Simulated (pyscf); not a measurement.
Structures and frequencies: ωB97X-D3(BJ)/def2-SVP in PySCF.

**Question.** What is the homolytic dissociation enthalpy (298 K, ωB97M-D3(BJ)/def2-TZVP) of the Cl–W bond of O=W(=O)(Cl)–Cl (SMILES [O]=[W](=[O])([Cl])[Cl]), to [O=W(=O)–Cl]• + Cl•?

**Answer.** Cl–W to [O=W(=O)–Cl]• + Cl•: 433.7 kJ/mol. The 7 functionals that were run give +420.9 (M06-2X) to +466.7 kJ/mol (ωB97X-D3(BJ)). The radicals are drawn with the spin at the cut bond; how far it spreads was not checked. Other isomers of [O=W(=O)–Cl]• were not searched in full and may lie lower. Left out: the spin-orbit lowering of Cl. Open-shell species with a d-block atom are single-reference here; other states, and whether the spin sits on metal or ligand, were not checked. Elements past Kr carry the def2 core potentials, without spin-orbit coupling.
